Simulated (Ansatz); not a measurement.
Energy needed to pull apart CH$_{4}$AlB (SMILES B=[CH][AlH2]), singlet, into free ground-state atoms, from the structure below (displaced at random from a GFN2-xTB minimum); no zero-point or spin–orbit terms; open-shell atoms are treated unrestricted, in their ground-state multiplicity.

```xyz
7
angstrom
B -0.4543 -0.9458 -1.3168
C -0.8420 -0.0754 -0.2612
Al 0.6513 0.5878 0.9144
H -0.1852 -1.8308 -2.0657
H -1.7423 0.4344 0.0233
H 0.3532 1.6038 2.0582
H 2.2578 0.1925 0.7057
```

Computed with Ansatz 0.2.0 (basis: def2-TZVPP); correlated methods freeze the cores.

| method | atomization energy (eV) |
| --- | --- |
| PBE-D4 | 23.80 |
| r2SCAN-D4 | ? |
| B97M-V | 23.99 |
| PBE0-D4 | 23.49 |
| wB97X-V | 23.53 |
| wB97M-V | 23.62 |
| HF | 17.98 |
| MP2 | 23.22 |
| CCSD | ? |
| CCSD(T) | 22.93 |

Q: What does CCSD give? (To be estimated.)

A: By the calculation: 22.59 eV, which is about 0.34 eV less than CCSD(T)/def2-TZVPP.

Q: What does r2SCAN-D4 give? (Judge from chemistry; the value comes from the calculation.)

A: Computed: 23.74 eV, which is about 0.81 eV more than CCSD(T)/def2-TZVPP.

In triple zeta the MP2 and coupled-cluster atomization energies are still short of their basis limit by a few kcal/mol a bond, whereas those of the functionals are nearly converged, so these differences are not deviations from converged CCSD(T).

T1 diagnostic: at most 0.017.

For scale, one of the runs: CCSD(T)/def2-TZVPP forces, 160 basis functions (an equivalent command: `ansatz run in.yaml --threads 4`). Time: 35 s of wall clock on 4 CPU threads; the host was shared. Peak host memory: 2.2 GiB.
